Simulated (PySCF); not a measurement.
Compound: H₆SSi₂.
SMILES with atom numbers: `[SiH3:1][S:2][SiH3:3]` (hydrogens: H4, H5, H6 on Si1; H7, H8, H9 on Si3)

Computed, not measured: PBE0-D3(BJ)/def2-SVP geometry optimisation, gas phase in PySCF.

**Question.** List the bond lengths and angles at this level.

**Answer.** 
| bond | length (Å) | order |
| --- | --- | --- |
| Si1–S2, S2–Si3 | 2.150 | single |
| Si1–H4 and 5 like bonds | 1.492 | single |

Bonds in one row agree within 0.01 Å and their mean is given. Orders are formal, as drawn. A selection of angles:
| angle | degrees |
| --- | --- |
| S2–Si1–H4 | 111.1 |
| S2–Si1–H5 | 105.9 |
| H4–Si1–H5 | 110.1 |
| Si1–S2–Si3 | 99.7 |

Si1 (SiH3 silicon) is distorted tetrahedral (angles from 105.9° to 111.1°).

Point group: near C2v, missed by 0.12 Å at most; the miss may be what the optimiser left on a soft mode (Cs holds within 0.08 Å). Stationary, but not proved a minimum.

The run took 10 s of wall time on an Arm Neoverse V1 with one thread (shared host), and the process peaked at 0.36 GiB of memory. These figures are those of the optimisation.
